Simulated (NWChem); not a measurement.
System meant: SiH₂, triplet; SMILES [SiH2]

Here is an NWChem input.

```
start job
memory heap 200 mb stack 900 mb global 1100 mb
geometry units angstroms noautoz
  Si     0.000000     0.000000     0.134441
  H      1.287307     0.000000    -0.623186
  H     -1.287307     0.000000    -0.623186
end
basis spherical
  * library def2-svp
end
dft
  odft
  mult 4
  xc xpbe96 cpbe96
  iterations 150
  mulliken
end
task dft energy
```

End of the output:

```
 Summary of "ao basis" -> "" (spherical)
 ------------------------------------------------------------------------------
       Tag                 Description            Shells   Functions and Types
 ---------------- ------------------------------  ------  ---------------------
 *                          def2-svp                  on all atoms

  pbe96 is a nonlocal functional; adding pw91lda local functional.

                                 NWChem DFT Module
                                 -----------------

 Summary of "ao basis" -> "ao basis" (spherical)
 ------------------------------------------------------------------------------
       Tag                 Description            Shells   Functions and Types
 ---------------- ------------------------------  ------  ---------------------
 Si                         def2-svp                 8       18   4s3p1d
 H                          def2-svp                 3        5   2s1p

 Summary of "ao basis" -> "ao basis" (spherical)
 ------------------------------------------------------------------------------
       Tag                 Description            Shells   Functions and Types
 ---------------- ------------------------------  ------  ---------------------
 Si                         def2-svp                 8       18   4s3p1d
 H                          def2-svp                 3        5   2s1p

      Symmetry analysis of basis
      --------------------------

        a1         13
        a2          2
        b1          8
        b2          5

  number of electrons :                   16
  multiplicity        :                    4
 ------------------------------------------------------------------------
  no. of electrons and multiplicity not compatible                  16
 ------------------------------------------------------------------------
 ------------------------------------------------------------------------
  current input line :
    18: task dft energy
 ------------------------------------------------------------------------
 ------------------------------------------------------------------------
 There is an error in the input file
 ------------------------------------------------------------------------
 For more information see the NWChem manual at https://nwchemgit.github.io

0: no. of electrons and multiplicity not compatible:Received an Error in Communication
```

Q: Find the fault in this run and fix the input.

A: The input was rejected before any calculation. Cause: the multiplicity doesn't fit the number of electrons (an even count wants an odd multiplicity, and the reverse). This input runs:
```
start job
memory heap 200 mb stack 900 mb global 1100 mb
geometry units angstroms noautoz
  Si     0.000000     0.000000     0.134441
  H      1.287307     0.000000    -0.623186
  H     -1.287307     0.000000    -0.623186
end
basis spherical
  * library def2-svp
end
dft
  odft
  mult 3
  xc xpbe96 cpbe96
  iterations 150
  mulliken
end
task dft energy
```
It converges to -290.33046 Ha (PBE/def2-SVP, spin-unrestricted).
